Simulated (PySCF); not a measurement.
# One shape, several levels: AlNH3 (SMILES [NH2][AlH])

We compute a comparison of 6 runs (UM06-2X/STO-3G, UPBE0/STO-3G, UMP2/STO-3G, ROCCSD(T)/STO-3G, UCCSD(T)/STO-3G, FCI/STO-3G) of AlNH3. The job is set up through a Python script.

The results are computed with PySCF 2.14.0.

11 further runs of the same task are left out: 11 set aside as unsound or not needed.

### Step 1. The system as given

The species is AlNH3 (5 atoms), meant as a doublet with charge 0. SMILES: `[NH2][AlH]`. One bond was lengthened or shortened from a relaxed shape.

Bond lengths: N1–Al2 1.774 Å, N1–H3 1.007 Å, N1–H4 1.211 Å, Al2–H5 1.604 Å. Angles: N1–Al2–H5 115.7°, Al2–N1–H3 125.4°, Al2–N1–H4 124.3°, H3–N1–H4 110.2°.

### Step 2. A single-point energy at UM06-2X/STO-3G (run 1)

Input file calc.py:

```python
from pyscf import gto, dft

mol = gto.M(
    atom='''
N        0.062181      -0.636394       0.265621
Al       1.015381       0.858306       0.211321
H        0.327281      -1.480894       0.746021
H       -1.010300      -0.782800      -0.277400
H        0.370581       2.065806      -0.624879
''',
    verbose=4,
    max_memory=1860,
    charge=0,
    basis='sto-3g',
    spin=1,
)

mf = dft.UKS(mol, xc='m06-2x')
mf.conv_tol = 1e-10
mf.grids.level = 5
mf.kernel()
if not mf.converged:
    mf = mf.newton().run(mf.mo_coeff, mf.mo_occ)

energy = mf.e_tot
print('Final energy', energy)
```

The run is started by

```bash
OMP_NUM_THREADS=1 python calc.py
```

Standard output:

```text
PySCF version 2.14.0

[... 55 lines left out ...]
WARN: HOMO -0.0752245821023945 >= LUMO -0.0752245821023947
[... 42 lines left out ...]
converged SCF energy = -295.24468190977  <S^2> = 0.75298107  2S+1 = 2.0029789
Final energy -295.24468190977035
```

Run time: 5.7 s. Hardware: 1 thread of Arm Neoverse V1, shared host; peak memory 0.21 GiB.

### Step 3. The energy at UPBE0/STO-3G (run 2)

Input file job.py:

```python
from pyscf import gto, dft

mol = gto.M(
    atom=[
    ('N', (0.062181, -0.636394, 0.265621)),
    ('Al', (1.015381, 0.858306, 0.211321)),
    ('H', (0.327281, -1.480894, 0.746021)),
    ('H', (-1.010300, -0.782800, -0.277400)),
    ('H', (0.370581, 2.065806, -0.624879)),
],
    spin=1,
    basis='sto-3g',
    verbose=4,
    max_memory=1860,
)

ks = dft.UKS(mol)
ks.xc = 'pbe0'
ks.grids.level = 5
ks.conv_tol = 1e-10
ks.kernel()
if not ks.converged:
    ks = ks.newton().run(ks.mo_coeff, ks.mo_occ)

e_final = ks.e_tot
print(f'total energy: {e_final:.8f} hartree')
```

The run is started by

```bash
OMP_NUM_THREADS=1 python job.py
```

Standard output:

```text
PySCF version 2.14.0

[... 53 lines left out ...]
WARN: HOMO -0.0851799519405421 >= LUMO -0.0851799519405422
[... 42 lines left out ...]
converged SCF energy = -295.063973559019  <S^2> = 0.75333201  2S+1 = 2.0033292
total energy: -295.06397356 hartree
```

Wall time 3.9 s (1 thread of Arm Neoverse V1, shared host); peak memory 0.19 GiB.

Run 3 isn't shown in full; the table further down has it.

### Step 4. A single-point energy at ROCCSD(T)/STO-3G (run 4)

Input file calc.py:

```python
from pyscf import gto, cc

molecule = gto.Mole()
molecule.atom = '''
N    0.062181  -0.636394   0.265621
Al   1.015381   0.858306   0.211321
H    0.327281  -1.480894   0.746021
H   -1.010300  -0.782800  -0.277400
H    0.370581   2.065806  -0.624879
'''
molecule.max_memory = 1860
molecule.basis = 'sto-3g'
molecule.spin = 1
molecule.verbose = 3
molecule.build()

hf = molecule.ROHF()
hf.conv_tol = 1e-10
hf.kernel()
if not hf.converged:
    hf = hf.newton().run(hf.mo_coeff, hf.mo_occ)

mycc = cc.CCSD(hf, frozen=6)
mycc.kernel()
e_t = mycc.ccsd_t()
e_tot = mycc.e_tot + e_t
print('E(%s) = %.9f' % ('CCSD(T)', e_tot))
```

The run is started by

```bash
OMP_NUM_THREADS=1 python calc.py
```

Standard output:

```text
converged SCF energy = -294.414356434431

WARN: RCCSD method does not support ROHF method. ROHF object is converted to UHF object and UCCSD method is called.

E(UCCSD) = -294.5143698401836  E_corr = -0.1000134057529306
UCCSD(T) correction = -0.00211839472021611
E(CCSD(T)) = -294.516488235
```

Run time: 0.89 s. Hardware: 1 thread of Arm Neoverse V1, shared host; peak memory 0.12 GiB.

Run 5 isn't shown in full; the table further down has it.

### Step 5. A single-point energy at FCI/STO-3G (run 6)

Input file run.py:

```python
from pyscf import gto, mcscf

system = gto.M(
    atom='''
N    0.062181  -0.636394   0.265621
Al   1.015381   0.858306   0.211321
H    0.327281  -1.480894   0.746021
H   -1.010300  -0.782800  -0.277400
H    0.370581   2.065806  -0.624879
''',
    verbose=3,
    spin=1,
    basis='sto-3g',
    max_memory=1860,
)

calc0 = system.ROHF()
calc0.conv_tol = 1e-10
calc0.kernel()
if not calc0.converged:
    calc0 = calc0.newton().run(calc0.mo_coeff, calc0.mo_occ)

cas = mcscf.CASCI(calc0, calc0.mo_coeff.shape[-1] - 6, (system.nelec[0] - 6, system.nelec[1] - 6))  # full CI above the frozen core
cas.fix_spin_(ss=0.75)
cas.kernel()
e_final = cas.e_tot
print(f'total energy: {e_final:.8f} hartree')
```

The run is started by

```bash
OMP_NUM_THREADS=1 python run.py
```

Standard output:

```text
converged SCF energy = -294.414356434431
CASCI E = -294.516996096565  E(CI) = -26.0707550177793  S^2 = 0.7500000
total energy: -294.51699610 hartree
```

Wall time 3.9 s (1 thread of Arm Neoverse V1, shared host); peak memory 0.16 GiB.

### Step 6. The series

| run | level | integration grid | frozen core orbitals | energy (Eh) | dipole moment (D) of the reference | HOMO energy (eV) | LUMO energy (eV) | wall time |
| --- | --- | --- | --- | --- | --- | --- | --- | --- |
| 1 | UM06-2X/STO-3G | 5 | – | -295.244682 | 1.52 | -2.43 | 3.95 | 5.7 s |
| 2 | UPBE0/STO-3G | 5 | – | -295.063974 | 1.41 | -1.32 | 3.06 | 3.9 s |
| 3 | UMP2/STO-3G | – | 6 | -294.488301 | 1.82 | -4.67 | 7.66 | 0.74 s |
| 4 | ROCCSD(T)/STO-3G | – | 6 | -294.516488 | 1.85 | – | – | 0.89 s |
| 5 | UCCSD(T)/STO-3G | – | 6 | -294.516515 | 1.82 | -4.67 | 7.66 | 0.85 s |
| 6 | FCI/STO-3G | – | 6 | -294.516996 | 1.85 | – | – | 3.9 s |

### Step 7. Results

| quantity | value |
| --- | --- |
| run 6: total energy | -294.51700 Eh |
| run 6: dipole moment (Hartree–Fock density) | 1.85 D |
| run 6: correlation energy (6 core orbitals frozen) | -102.6 mEh |

What this shows: Against full CI in this basis: UMP2 +28.7 mEh; ROCCSD(T) +0.5 mEh; UCCSD(T) +0.5 mEh. Totals of different functionals can't be ranked against each other. In runs 1, 2, 3, 4, 5, 6 the basis is minimal, so the values are rough. All runs together took 16 s, the longest 5.7 s.
